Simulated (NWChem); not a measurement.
## Dipole moment of formaldehyde (CH2O)

```
C
O 1 1.1961
H 1 1.1199 2 122.51
H 1 1.1199 3 114.98 2 180.00
```
Charge 0, spin multiplicity 1.

The numbers come from NWChem runs, not from measurements. All single points use one geometry, from PBE0/def2-SVP, a minimum by its harmonic frequencies.

Basis set: def2-SVPD. The CCSD dipole comes from the Λ equations, without orbital relaxation.

The correlated methods keep 2 core orbitals frozen. Coupled-cluster values serve here as a point of comparison, not as the truth.

One of these methods gave a dipole moment of 2.39 D. Which?
(A) PBE0
(B) PBE
(C) HF

A, PBE0. The others give 2.83 (HF), 2.21 (PBE).
